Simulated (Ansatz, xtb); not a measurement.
**C2H3: where a starting geometry ends**

The starting geometry of this gas-phase doublet has its atoms placed at random.

```xyz
5

C    -1.9077   -0.1673    0.1267
C    -0.4266    0.6111   -0.0815
H    -0.8047   -0.5161   -0.8520
H     0.1542    0.5779    0.9657
H     0.0090   -0.5658    0.6238
```

Task: One run relaxed it with r2SCAN-D4/def2-SVP. What is a likely outcome?

Result: It ends as a structure given below by its coordinates. Distances that change by over a tenth: C1–C2 (1.69 → 1.43 Å). Contacts that close: C2–H3 (1.42 → 1.11 Å), C2–H5 (1.44 → 1.13 Å).

The energy falls by 5.38 eV over 14 steps:

| step | E − E(last) (eV) |
| --- | --- |
| 1 | 5.383 |
| 2 | 3.716 |
| 4 | 2.061 |
| 5 | 1.771 |
| 7 | 0.466 |
| 8 | 0.034 |
| 10 | 0.006 |
| 11 | 0.002 |
| 13 | 0.000 |
| 14 | 0.000 |

Final geometry (Å):

```xyz
5

C    -1.9089   -0.0112    0.5096
C    -0.5473    0.0830    0.0867
H    -0.3010   -0.0783   -0.9833
H     0.1129    0.8406    0.5576
H    -0.3315   -0.8944    0.6120
```

From the same start GFN2-xTB reaches the same bonding as this run.

From so rough a start the end depends on the optimiser's path, so another program may land elsewhere. No frequencies were run, so the end isn't proven a minimum. Open shells are spin-unrestricted. Run with Ansatz 0.2.0, 18 s on 1 thread of Intel(R) Xeon(R) 6975P-C (Granite Rapids) (shared host).
